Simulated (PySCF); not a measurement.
Problem. Write Cartesian coordinates for `CNC` (dimethylamine) as optimised with GFN2-xTB.

Solution. 
```xyz
10
C2H7N angstrom
C     -1.2080   -0.0492   -0.0488
N      0.0374    0.6511   -0.2830
C      1.1980   -0.1777   -0.0328
H     -1.2740   -0.8837   -0.7475
H     -2.0380    0.6289   -0.2380
H     -1.3025   -0.4499    0.9727
H      0.0779    1.4772    0.3076
H      1.1836   -1.0138   -0.7327
H      1.2359   -0.5862    0.9895
H      2.0984    0.4079   -0.2095
```

Orientation and origin are arbitrary. Atoms count from 1 in this order. Of the pairs four or more bonds apart, H4···H8 is among the closest relative to their van der Waals radii: 2.46 Å, 103 % of the sum of Bondi's values. N2 (secondary amine nitrogen) is pyramidal (angles 112.6°, 109.5° and 109.4°, sum 331.5°, 0.40 Å off the plane of its three neighbours).

Bonds between heavy atoms (Å): C1–N2 1.448, N2–C3 1.448.

Structure optimised with GFN2-xTB, isolated species.

Point group: Cs (every atom within 0.08 Å of its image). No frequency check.

The numbers are calculated, not measured.
